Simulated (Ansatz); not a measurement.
A nudged elastic band was laid between two geometries of CH4S (6 atoms, charge 0, multiplicity 1).

Computed with RKS PBE0-D4/6-31G* in Ansatz 0.2.0.

```
movable images  : 7
climbing image  : yes
spring          : 5.0 eV/Å²
optimiser       : quadratic models (default)
start path      : through a guess of the saddle point
force threshold : 0.05 eV/Å
iteration limit : 60
end points      : relaxed
```

Initial state:

```xyz
6
Properties=species:S:1:pos:R:3
C -0.145 -0.284 -0.376
S 0.569 0.043 1.263
H -1.187 0.039 -0.434
H -0.111 -1.367 -0.516
H 0.438 0.186 -1.171
H 0.436 1.383 1.235
```

Final state:

```xyz
6
Properties=species:S:1:pos:R:3
C -0.219 0.357 -0.785
S 0.650 -0.143 0.521
H -1.299 0.292 -0.807
H 0.286 -1.347 1.148
H 0.348 0.298 -1.704
H 0.234 0.543 1.626
```

Question: Which bonds break or form, and what moves?

Answer: Bonds broken: C1–H4. Bonds formed: S2–H4.

Question: What energy profile does the band end with?

Answer: The forces met the threshold. The highest image is number 5 of 0 to 8, 4.46 eV above the first end and 1.30 eV above the last; the last end lies 3.16 eV above the first. Neighbouring images differ by up to 2.0 eV, so the band resolves the path poorly. A vibrational analysis at the climbing image gives one clearly imaginary mode, 1544i cm⁻¹: a first-order saddle point. The orbitals stay closed-shell, which can raise the energy where a bond breaks towards radicals; this wasn't checked here.

| image | path coordinate (Å) | energy (eV) | C1–H4 (Å) | S2–H4 (Å) |
| --- | --- | --- | --- | --- |
| 0 | 0.00 | 0.00 | 1.09 | 2.37 |
| 1 | 0.38 | 0.03 | 1.09 | 2.36 |
| 2 | 0.75 | 0.29 | 1.09 | 2.20 |
| 3 | 1.13 | 1.40 | 1.14 | 1.90 |
| 4 | 1.51 | 3.42 | 1.36 | 1.62 |
| 5 | 1.88 | 4.46 | 1.70 | 1.41 |
| 6 | 2.36 | 3.55 | 2.10 | 1.34 |
| 7 | 2.83 | 3.16 | 2.44 | 1.36 |
| 8 | 3.31 | 3.16 | 2.63 | 1.41 |

Question: What is the geometry of the highest image?

Answer: 
```xyz
6
Properties=species:S:1:pos:R:3
C -0.139 -0.099 -0.765
S 0.731 -0.107 0.759
H -1.217 -0.030 -0.653
H -0.104 -1.213 0.523
H 0.296 0.516 -1.551
H 0.433 0.933 1.687
```

The run took 2.7 min on 1 thread of Intel(R) Xeon(R) Processor @ 2.50GHz (Skylake/Cascade Lake), with other jobs on the host, peak memory 0.1 GiB.
